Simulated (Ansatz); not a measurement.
# C4H4F2: one species, many methods

An exercise on one series of results from a longer session: the logs are not shown, and one member is left open.

Computed with Ansatz 0.2.0, Gaussian basis. Level: functionals in def2-TZVPP, the program's frozen cores in correlated methods.

Levels to be run: LDA (SPW92), PBE-D4, revPBE-D4, BLYP-D4, r2SCAN-D4, B97M-V, PBE0-D4, B3LYP-D4, r2SCANh-D4, r2SCAN0-D4, HSE06-D4, BHLYP-D4, CAM-B3LYP-D4, LC-ωPBE, ωB97X-V, ωB97M-V, B2PLYP, PBE-QIDH; CCSD(T)/def2-SVP; CCSD(T)/def2-TZVPP; MP2/def2-QZVPP; extrapolation to the limit; RPA on PBE.

## Structure used throughout

The geometry comes from an earlier relaxation with PBE0-D4 in a triple-zeta def2 set; it is a stationary point, not always the lowest conformer.

SMILES `F/C=C/C=C/F`, 10 atoms, charge 0, spin multiplicity 1.

Atoms are counted from 1 here; the program's logs count them from 0.

Bond lengths: F1–C2 1.335 Å, C2–C3 1.327 Å, C2–H7 1.084 Å, C3–C4 1.443 Å, C3–H8 1.086 Å, C4–C5 1.327 Å, C4–H9 1.086 Å, C5–F6 1.335 Å, C5–H10 1.084 Å. Angles: F1–C2–C3 121.7°, F1–C2–H7 112.6°, C3–C2–H7 125.7°, C2–C3–C4 122.6°, C2–C3–H8 118.4°, C4–C3–H8 119.0°, C3–C4–C5 122.6°, C3–C4–H9 119.0°, C5–C4–H9 118.4°, C4–C5–F6 121.7°, C4–C5–H10 125.7°, F6–C5–H10 112.6°.

Coordinates:

```xyz
10
C4H4F2
F     0.1134   -2.9693   -0.2841
C     0.3217   -1.7761    0.2766
C    -0.0988   -0.6548   -0.2942
C     0.1156    0.6446    0.2946
C    -0.3051    1.7658   -0.2759
F    -0.0970    2.9590    0.2850
H     0.8561   -1.8447    1.2177
H    -0.6244   -0.7237   -1.2418
H     0.6415    0.7134    1.2421
H    -0.8398    1.8345   -1.2169
```

The first run:

Input file in.yaml:

```yaml
crystal:
  periodic: [false, false, false]
  atoms:
    - {symbol: F, position_ang: [0.113370, -2.969265, -0.284147]}
    - {symbol: C, position_ang: [0.321662, -1.776052, 0.276580]}
    - {symbol: C, position_ang: [-0.098764, -0.654811, -0.294184]}
    - {symbol: C, position_ang: [0.115610, 0.644576, 0.294607]}
    - {symbol: C, position_ang: [-0.305148, 1.765813, -0.275918]}
    - {symbol: F, position_ang: [-0.097009, 2.958973, 0.284980]}
    - {symbol: H, position_ang: [0.856051, -1.844688, 1.217671]}
    - {symbol: H, position_ang: [-0.624415, -0.723655, -1.241808]}
    - {symbol: H, position_ang: [0.641509, 0.713421, 1.242094]}
    - {symbol: H, position_ang: [-0.839766, 1.834488, -1.216875]}
basis:
  gaussian: {orbitals: def2-TZVPP}
hamiltonian: {xc: lda}
output: {orbitals: {seedname: orbitals}}
```

The run is started by

```
> ansatz run in.yaml --threads 4 --pin off --events-out ev --progress --plain --max-ram 10444MiB
```

Steps of the session up to this table: LDA; PBE-D4 (GGA); revPBE-D4 (GGA); BLYP-D4 (GGA); r2SCAN-D4 (meta-GGA); B97M-V (meta-GGA); PBE0-D4 (hybrid); B3LYP-D4 (hybrid); r2SCANh-D4 (hybrid); r2SCAN0-D4 (hybrid); HSE06-D4 (hybrid); BHLYP-D4 (hybrid); CAM-B3LYP-D4 (range-separated); LC-ωPBE (range-separated); ωB97X-V (range-separated); ωB97M-V (range-separated); B2PLYP (double hybrid); PBE-QIDH (double hybrid).

One table of the session follows, with a row left open; its other results are not shown here.

| functional | HOMO (eV) | gap (eV) |
| --- | --- | --- |
| LDA (SPW92) | -5.78 | 3.91 |
| PBE-D4 | -5.56 | 3.95 |
| revPBE-D4 | -5.48 | 3.97 |
| BLYP-D4 | -5.42 | 3.93 |
| r2SCAN-D4 | -5.74 | 4.29 |
| B97M-V | -5.77 | 4.40 |
| PBE0-D4 | -6.67 | 5.97 |
| B3LYP-D4 | -6.48 | 5.54 |
| r2SCANh-D4 | -6.16 | 5.04 |
| r2SCAN0-D4 | ? | ? |
| HSE06-D4 | -6.28 | 5.20 |
| BHLYP-D4 | -7.66 | 8.01 |
| CAM-B3LYP-D4 | -7.95 | 8.34 |
| LC-ωPBE | -9.22 | 10.74 |
| ωB97X-V | -8.85 | 10.34 |
| ωB97M-V | -8.77 | 10.18 |

**Question.** Estimate the row for r2SCAN0-D4.

Worked estimate for «HOMO (eV)». Against the share of exact exchange, r2SCAN-D4 (0, -5.74), r2SCANh-D4 (0.1, -6.16) give a slope of -4.20 per unit share; at 0.25 the line stands at -6.79.

**Answer.** HOMO (eV): -6.79; gap (eV): 6.19. In «HOMO (eV)» the line misses by 0.00.
